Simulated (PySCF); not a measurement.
Compound: (CH3)2CHCH2F, C₄H₉F.
InChI=1S/C4H9F/c1-4(2)3-5/h4H,3H2,1-2H3

Torsions of this conformer, `[CH3:1][CH:2]([CH3:3])[CH2:4][F:5]`: C1–C2–C4–F5 61°.

The closed-shell ground state was solved at several levels (PySCF, density fitting, gas phase, non-relativistic). Geometry: PBE0-D3(BJ)/def2-TZVP, one conformer, isolated molecule.

```
           level  basis functions  HOMO (eV)  LUMO (eV)  gap (eV)  dipole (D)
   PBE0/pcSseg-2              306      -9.06       0.59      9.65        1.85
  B97-2/pcSseg-2              306      -8.80       0.63      9.43        1.84
wB97X-D/pcSseg-2              306     -10.98       2.27     13.25        1.87
```

Task: What might KT3/pcSseg-2 (306 basis functions) give for the same quantities?

Result: HOMO -7.67 eV, LUMO -0.27 eV, gap 7.40 eV, dipole 1.75 D.

Task: Over all these levels, which gives the widest orbital gap and which the narrowest?

Result: wB97X-D/pcSseg-2 (range-separated hybrid) has the widest, 13.25 eV, and KT3/pcSseg-2 (GGA) the narrowest, 7.40 eV. From the narrowest to the widest the HOMO moves by -3.31 eV and the LUMO by +2.54 eV.

Task: In the pcSseg-2 basis, how does the gap go with the fixed share of exact exchange?

Result: KT3 (0 %) 7.40 eV; B97-2 (21 %) 9.43 eV; PBE0 (25 %) 9.65 eV. Each rise in the share widens the gap here.

Task: How far do the dipole and the HOMO energy spread over the levels?

Result: The dipole runs from 1.75 to 1.87 D (mean 1.83 D) and the HOMO from -10.98 to -7.67 eV.
